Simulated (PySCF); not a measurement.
# [S4]-, doublet: molecular constants

Computed with PySCF, UPBE, basis S def2-SVPD (no relativity, density fitting).

The structure is a minimum.

```xyz
4
charge -1 multiplicity 2, angstrom
S     0.0000    0.0000    0.3374
S     1.9819    0.0000   -0.1125
S    -0.9910    1.7164   -0.1125
S    -0.9910   -1.7164   -0.1125
```

* Point group: C3v
* Bond lengths: S–S 2.032 Å (×3)
* Bond angles: S–S–S 115.2° (×3)
* Rotational constants: 0.08724, 0.08724, 0.04474 cm⁻¹
* Entropy at 298.15 K and 1 bar (electronic part: spin only): 318.1 J/(mol K)
* Zero-point energy: 12.3 kJ/mol
* Principal quadrupole moments (Buckingham, traceless) about the centre of mass: -5.16, -5.16, 10.32 D Å
* Highest occupied level (α): -0.89 eV
* Rotational symmetry number: 3
* Lowest empty level (β): -0.31 eV
* Heat capacity Cp at 298.15 K: 72.5 J/(mol K)
* Principal polarisabilities: 76.6, 150.6, 150.6 bohr³
* Dipole moment about the centre of mass: 0.34 D
* Spin squared ⟨S²⟩: 0.753
* Enthalpy at 298.15 K above 0 K: 16.15 kJ/mol

Harmonic modes (masses in u: S 31.972):
| symmetry | ω (cm⁻¹) | IR (km/mol, summed over degenerate members) | μ (u) |
| --- | --- | --- | --- |
| e | 192 | 0.1 | 31.97 |
| a1 | 242 | 0.0 | 31.97 |
| a1 | 404 | 0.0 | 31.97 |
| e | 516 | 260 | 31.97 |

In C3v the vibrations span 2e + 2a1.

Charges (e); Mulliken and Löwdin values are unreliable with diffuse functions:
```
  atom  Mulliken  Löwdin  polar tensor  spin (Mulliken)  Mayer order to S1
    S1      0.25   -0.64          0.84             0.17                  –
S2,3,4     -0.42   -0.12         -0.61             0.28               1.28
```

Mulliken populations on S1: s 5.41, p 9.82, d 0.53.

Only a few start shapes were tried, so a lower isomer may exist.

The final relaxation and frequency run took 26 s on 4 threads of a shared Arm Neoverse V2 host, with 108 basis functions and 9 gradients; the process peaked at 1.1 GiB. Launch command: `OMP_NUM_THREADS=4 python axn.py task.json out`.
